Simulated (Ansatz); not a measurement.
# Isomers

Structures of CH6B2, singlet, relaxed at PBE0-D4/def2-TZVP (vibrations not checked; lower isomers may exist, and structures with a doubtful reference or unclear bonds are left out). Program: Ansatz 0.2.0. Basis: def2-TZVPP. Cores are frozen in the correlated methods. B3LYP uses VWN-RPA correlation.

**Question.** Rank them by CCSD(T) energy, lowest first, and give each one's height above the lowest. Links in brackets join atoms within 1.22 times the sum of their covalent radii (1.1 for two metals). (An estimate is asked for; the value comes from the calculation.)
A.
CH₆B₂ ([BH2][BH][CH3])
```
9
angstrom
B -0.4964 0.7940 -1.1992
B 0.1172 0.3337 0.2487
C 0.7824 -1.0313 0.6231
H -1.6410 0.5968 -1.5051
H 0.1622 1.3872 -2.0099
H 0.0209 1.1417 1.1436
H 0.1032 -1.5303 1.3292
H 0.9735 -1.7188 -0.2014
H 1.7082 -0.8772 1.1872
```
B.
CH₆B₂ ([H]1[BH]23[H][BH]12[CH2]3)
```
9
angstrom
B -0.6006 0.0759 -0.1548
C 0.9414 -0.2173 -0.2470
B 0.2371 -0.3351 1.1538
H -1.5751 0.3837 -0.7584
H -0.5412 0.7766 1.0142
H 1.6133 0.6183 -0.4147
H 1.2614 -1.1304 -0.7386
H 0.3864 -0.5786 2.3059
H -0.8891 -0.9526 0.6939
```
C.
CH₆B₂ ([BH2][CH2][BH2])
```
9
angstrom
B -0.3435 0.5496 -0.9646
C -0.2067 -0.7913 -0.1978
B 0.2356 -0.4933 1.2582
H 0.3327 0.7910 -1.9224
H -1.1290 1.3714 -0.5893
H -1.2612 -1.0970 -0.0666
H 0.3754 -1.5564 -0.7085
H -0.4633 0.1714 1.9675
H 1.2747 -0.9021 1.6894
```

**Answer.** Computed: C (0.00 kcal/mol), B (3.85 kcal/mol), A (6.19 kcal/mol). Heights count from the lowest.

**Question.** Do PBE-D4, r2SCAN-D4, PBE0-D4, B3LYP-D4, wB97M-V, HF, MP2 give the same order? (A judgement: the text doesn't fix the answer.)

**Answer.** By the calculation: Lowest first: PBE-D4 B < C < A; r2SCAN-D4 B < C < A; PBE0-D4 B < C < A; B3LYP-D4 C < A < B; HF C < A < B. The others agree with CCSD(T).

The T1 diagnostic stays at or below 0.012.

For scale, one of the runs: CCSD(T)/def2-TZVPP, 177 basis functions, launched by `ansatz run in.yaml --threads 2 --pin off --events-out ev --progress --plain --max-ram 4352MiB`. Hardware: 2 CPU threads of an AMD EPYC, shared host. Wall time 48 s; peak host memory 1.7 GiB.
